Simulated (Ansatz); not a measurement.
# Silicon tetrafluoride (SiF₄): basis-set convergence

The task here is to estimate one member of a computed series from the others.

The runs use Ansatz 0.2.0, Gaussian basis; one geometry, several basis sets.

Plan: PBE0-D4/def2-SVP; ωB97M-V/def2-SVP; PBE0-D4/def2-QZVPP; ωB97M-V/def2-QZVPP; the functionals' def2-TZVPP values are taken from earlier runs.

### The geometry

An earlier PBE0-D4 in a triple-zeta def2 set relaxation fixed the geometry.

SMILES `F[Si](F)(F)F`, 5 atoms, charge 0, spin multiplicity 1.

Atoms are counted from 1 here; the program's logs count them from 0.

Bond lengths: F1–Si2 1.562 Å, Si2–F3 1.562 Å, Si2–F4 1.562 Å, Si2–F5 1.562 Å. Angles: F1–Si2–F3 109.4°, F1–Si2–F4 109.5°, F1–Si2–F5 109.5°, F3–Si2–F4 109.5°, F3–Si2–F5 109.5°, F4–Si2–F5 109.4°.

As a file:

```xyz
5
charge 0, multiplicity 1
F     0.15297   -0.80637    1.33042
Si    0.00994   -0.01473   -0.00829
F    -1.03723    1.12959    0.17398
F    -0.46693   -0.98243   -1.13763
F     1.39116    0.60023   -0.39988
```

Set-up of the first run:

in.yaml

```yaml
crystal:
  periodic: [false, false, false]
  atoms:
    - {symbol: F, position_ang: [0.152968, -0.806368, 1.330417]}
    - {symbol: Si, position_ang: [0.009940, -0.014725, -0.008288]}
    - {symbol: F, position_ang: [-1.037234, 1.129592, 0.173978]}
    - {symbol: F, position_ang: [-0.466935, -0.982434, -1.137625]}
    - {symbol: F, position_ang: [1.391161, 0.600234, -0.399881]}
basis:
  gaussian: {orbitals: def2-SVP}
hamiltonian: {xc: pbe0, dispersion: d4}
output: {orbitals: {seedname: orbitals}}
```

The run is started by

```bash
ansatz run in.yaml --threads 4 --pin off --events-out ev --progress --plain --max-ram 10444MiB
```

Among the steps run: PBE0-D4 in def2-SVP; ωB97M-V in def2-SVP; PBE0-D4 in def2-QZVPP; ωB97M-V in def2-QZVPP.

One of the session's tables, all rows but one given; the rest of the session is left out.

| functional | basis | HOMO (eV) | LUMO (eV) |
| --- | --- | --- | --- |
| PBE0-D4 | def2-SVP | ? | ? |
| PBE0-D4 | def2-TZVPP | -12.77 | 0.53 |
| PBE0-D4 | def2-QZVPP | -12.82 | 0.17 |
| ωB97M-V | def2-SVP | -15.04 | 2.59 |
| ωB97M-V | def2-TZVPP | -15.29 | 2.34 |
| ωB97M-V | def2-QZVPP | -15.35 | 1.79 |

Estimate the missing values for PBE0-D4, def2-SVP.

The run gave: HOMO (eV): -12.57; LUMO (eV): 0.75. In the column «HOMO (eV)» it is the highest.
